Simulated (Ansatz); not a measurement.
# A ladder of methods for PH3 (phosphine)

The species is PH3 (4 atoms), meant as a singlet with charge 0. As SMILES, `P`. Geometry: optimised at r2SCAN/def2-SVP.

Each level gives the adiabatic electron affinity (to the doublet anion, shapes relaxed at r2SCAN/def2-SVP, no zero-point term) (eV). The values are calculated.

The electron affinity is E(neutral) − E(anion): positive where the electron is bound.

```csv
level,kind,program,value (eV),less CCSD(T)/def2-TZVPP,CPU time (all runs)
HF/def2-TZVPP,Hartree–Fock,Ansatz,-2.68,-0.39,0.63 s
BLYP/def2-TZVPP,GGA,Ansatz,-1.95,+0.34,1.7 s
B3LYP/def2-TZVPP,global hybrid,Ansatz,-1.91,+0.38,1.8 s
PBE0-D4/def2-TZVPP,global hybrid,Ansatz,-1.96,+0.33,1.7 s
B2PLYP/def2-TZVPP,double hybrid,Ansatz,-2.15,+0.14,3.4 s
RPA@PBE/def2-TZVPP,RPA,Ansatz,-1.95,+0.34,2.6 s
MP2/def2-TZVPP,perturbation theory,Ansatz,-2.37,-0.08,0.87 s
CCSD(T)/def2-TZVPP,coupled cluster or CI,Ansatz,-2.29,0.00,5.8 s
```

Differences are taken from CCSD(T)/def2-TZVPP for orientation; it has basis-set and higher-order errors of its own. The values span -2.68 to -1.91 eV. Negative values mean that the anion is unbound at that level; they are set by how diffuse the basis is and aren't properties of the molecule, whose anion may well be bound. In so small a basis fixed costs decide the times, and correlated methods can beat functionals. Times are those of the runs behind each value, whatever else they computed, on shared processors of several kinds: orders of magnitude only.
